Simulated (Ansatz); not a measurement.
Geometry optimisation, RKS PBE-D4/STO-3G in Ansatz 0.2.0.

The input (input.yaml):

```yaml
crystal:
  periodic: [false, false, false]
  atoms:
    - { symbol: C, position_ang: [-1.6255, 0.4571, -0.1056] }
    - { symbol: O, position_ang: [-0.6619, -0.4056, 0.2935] }
    - { symbol: C, position_ang: [0.5619, -0.053, -0.255] }
    - { symbol: "N", position_ang: [1.5851, -1.0713, 0.1509] }
    - { symbol: O, position_ang: [1.0806, 1.1259, 0.2929] }
    - { symbol: H, position_ang: [-1.7598, 0.5322, -1.2098] }
    - { symbol: H, position_ang: [-1.4495, 1.5121, 0.2636] }
    - { symbol: H, position_ang: [-2.5867, 0.1769, 0.2927] }
    - { symbol: H, position_ang: [0.56, 0.0478, -1.2904] }
    - { symbol: H, position_ang: [1.2279, -1.9199, -0.3243] }
    - { symbol: H, position_ang: [1.247, -1.2939, 1.1406] }
    - { symbol: H, position_ang: [1.8979, 0.8363, 0.785] }
basis:
  gaussian: { orbitals: STO-3G }
hamiltonian:
  xc: pbe
  dispersion: d4
relax:
  f_tol: 0.02
  max_steps: 40
scf:
  lower_state_search: "off"
output:
  orbitals: {}
```

Command:

```bash
$ ansatz run input.yaml --threads 1 --pin off --max-ram 2048MiB --backend cpu --events-out ev --progress --plain --runs-dir out
```

**Question.** Where does it end, and by what steps?

**Answer.** The run converged. Limits of this set-up: minimal basis. After 14 steps the energy has fallen by 1.121 eV; H12 moved furthest, 0.66 Å.

```csv
step,energy less start (eV),largest force component (eV/Å),accepted
0,0.0000,4.419,yes
1,-0.9242,1.724,yes
2,-1.0530,0.363,yes
3,-1.0640,0.574,yes
4,-1.0897,0.210,yes
5,-1.1049,0.277,yes
6,-1.1119,0.238,yes
7,-1.0596,0.672,no
8,-1.1191,0.119,yes
9,-1.1197,0.027,yes
10,-1.1199,0.076,yes
11,-1.1204,0.031,yes
12,-1.1206,0.029,yes
13,-1.1207,0.023,yes
14,-1.1208,0.017,yes
```

```xyz
12
Properties=species:S:1:pos:R:3
C -1.633 0.542 -0.081
O -0.629 -0.443 0.375
C 0.673 -0.088 -0.274
N 1.652 -1.191 0.131
O 1.154 1.235 0.115
H -1.836 0.462 -1.179
H -1.319 1.593 0.134
H -2.571 0.323 0.473
H 0.588 -0.049 -1.398
H 1.343 -2.024 -0.469
H 1.272 -1.490 1.092
H 1.383 1.076 1.115
```

Whether the end is a true minimum wasn't checked by a vibrational analysis.

Run time: 43 s on 1 thread of AMD EPYC 7R43 64-Core Processor (Zen 3), on a shared host, peak memory 0.13 GiB.
